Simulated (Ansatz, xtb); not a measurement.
Species: Cl₂ (charge +1, doublet). SMILES of the parent species: ClCl
Coordinates optimised at B3LYP-D3(BJ)/def2-TZVP (Ansatz, a first-principles code):
```xyz
2

Cl     0.0000     0.0000    -0.9550
Cl     0.0000     0.0000     0.9550
```
Charge +1, spin multiplicity 2.

Harmonic wavenumbers from GFN2-xTB (xtb, at its own minimum), cm⁻¹: 513.

### Question
Give the harmonic wavenumbers at B3LYP-D3(BJ)/def2-TZVP (Ansatz, finite differences of forces, unscaled).

### Answer
631 cm⁻¹. Zero-point energy 0.9 kcal/mol.

### Question
From these and the geometry, give the ideal-gas thermochemistry at 298.15 K and 1 atm (rigid rotor, harmonic oscillator).

### Answer
Point group D∞h, rotational symmetry number 2. Rotational constants 7.816, 7.816 GHz. S(trans) 38.69, S(rot) 13.88, S(vib) 0.40, S(elec, spin only) 1.38, S 54.4 cal/(mol K). H(298) - H(0) 2.16 kcal/mol; G - E(el) -13.1 kcal/mol.
